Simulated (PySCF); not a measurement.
# fluoromethylidyne: calculation against experiment

**Measured values to compare with.**

From Liu, Meijer, Perez-Rios, Phys. Chem. Chem. Phys. 22 (2020) 24191, for the gas: dipole moment 0.65 D.

The results are set against them at the end.

Compound: fluoromethylidyne, CF (doublet state).
SMILES with atom numbers: `[C:1][F:2]`

Cartesian coordinates in Å at the PBE0-D3(BJ)/def2-SVP level; atoms count from 1:
```xyz
2
CF angstrom
C      0.635   -0.006   -0.005
F     -0.630    0.009   -0.023
```

Runs made with PySCF (gas phase, on this PBE0-D3(BJ)/def2-SVP geometry; no spin–orbit coupling):

```
                             level                                          job  basis functions  wall time
PBE0-D3(BJ)/def2-SVP, grid level 1  geometry optimisation from a GFN2-xTB start               28      1.1 s
```

Hardware: one thread of an Arm Neoverse V1, no GPU (shared host).

Results beside the measurements:

**Dipole moment.** Measured: 0.65 D (Liu, Meijer, Perez-Rios, Phys. Chem. Chem. Phys. 22 (2020) 24191).

```tsv
level	computed (D)	computed − measured (D)	% (from the printed values)
PBE0-D3(BJ)/def2-SVP	0.87	+0.22	+34
```

The computed dipoles belong to one fixed geometry; measured ones are averaged over vibrations unless marked μe. Magnitudes are compared, not signs.

No measured geometry was used, and the causes of the misses weren't examined.
